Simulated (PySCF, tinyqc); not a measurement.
CISD on RHF in the sto-3g basis, frozen core, for LiH, spin multiplicity 1, step by step. The lowest restricted solution is unstable here: a spin-polarised one lies 0.0029 hartree lower (PySCF). One step of it, computed by the program tinyqc.

Problem. CISD: roots. Diagonalise (each vector has its largest component positive (the first on a tie)); all determinants have Ms = 0, so triplets appear too. The lowest singlet root is the correlation energy.

Occupation strings over the orbitals (2 doubly, a alpha, b beta, 0 empty; spin orbitals ordered 1a 1b 2a 2b ...): 220000 2ab000 2a000b 2ba000 2b000a 202000 20a00b 200200 200020 20b00a 200002

H - E(HF) between determinants (hartree):
```
           220000     2ab000     2a000b     2ba000     2b000a     202000     20a00b     200200
220000   0.000000   0.000000   0.000000   0.000000   0.000000   0.021874  -0.044902   0.021177
2ab000   0.000000   0.116403   0.013370  -0.021874   0.044902   0.074693   0.017878   0.020368
2a000b   0.000000   0.013370   0.337109   0.044902  -0.130800   0.017878   0.010597  -0.018385
2ba000   0.000000  -0.021874   0.044902   0.116403   0.013370  -0.074693   0.126221  -0.020368
2b000a   0.000000   0.044902  -0.130800   0.013370   0.337109  -0.017878   0.039654   0.018385
202000   0.021874   0.074693   0.017878  -0.074693  -0.017878   0.585058   0.108378   0.041381
20a00b  -0.044902   0.017878   0.010597   0.126221   0.039654   0.108378   0.507598  -0.011876
200200   0.021177   0.020368  -0.018385  -0.020368   0.018385   0.041381  -0.011876   0.622128
200020   0.021177   0.020368  -0.018385  -0.020368   0.018385   0.041381  -0.011876   0.016869
20b00a   0.044902   0.126221   0.039654   0.017878   0.010597  -0.108378  -0.031541   0.011876
200002   0.130800  -0.039654  -0.010448   0.039654   0.010448   0.031541   0.025024   0.019180

           200020     20b00a     200002
220000   0.021177   0.044902   0.130800
2ab000   0.020368   0.126221  -0.039654
2a000b  -0.018385   0.039654  -0.010448
2ba000  -0.020368   0.017878   0.039654
2b000a   0.018385   0.010597   0.010448
202000   0.041381  -0.108378   0.031541
20a00b  -0.011876  -0.031541   0.025024
200200   0.016869   0.011876   0.019180
200020   0.622128   0.011876   0.019180
20b00a   0.011876   0.507598  -0.025024
200002   0.019180  -0.025024   0.698143
```

Give: lowest roots of this matrix, relative to E(HF); lowest vectors; <S^2> of these roots; weight of the ground state by excitation level 0, 1, 2, ....

Solution.

lowest roots of this matrix, relative to E(HF) (hartree): -0.0356  0.0366  0.0633  0.2026  0.4260  0.4951  0.5377  0.6053

lowest vectors:
```
         root 1   root 2   root 3   root 4
220000   0.9645   0.0000  -0.1420   0.0000
2ab000   0.0710   0.6582   0.6373   0.1162
2a000b   0.0087  -0.1678   0.0769   0.6726
2ba000  -0.0710   0.6582  -0.6373   0.1162
2b000a  -0.0087  -0.1678  -0.0769   0.6726
202000  -0.0789   0.0000  -0.2658   0.0000
20a00b   0.1105  -0.1966   0.1906  -0.1848
200200  -0.0206   0.0000  -0.0117   0.0000
200020  -0.0206   0.0000  -0.0117   0.0000
20b00a  -0.1105  -0.1966  -0.1906  -0.1848
200002  -0.1671   0.0000   0.1103   0.0000
```

<S^2> of these roots: 0.0000  2.0000  0.0000  2.0000  0.0000  0.0000  2.0000  0.0000

weight of the ground state by excitation level 0, 1, 2, ...: 0.9304  0.0102  0.0594
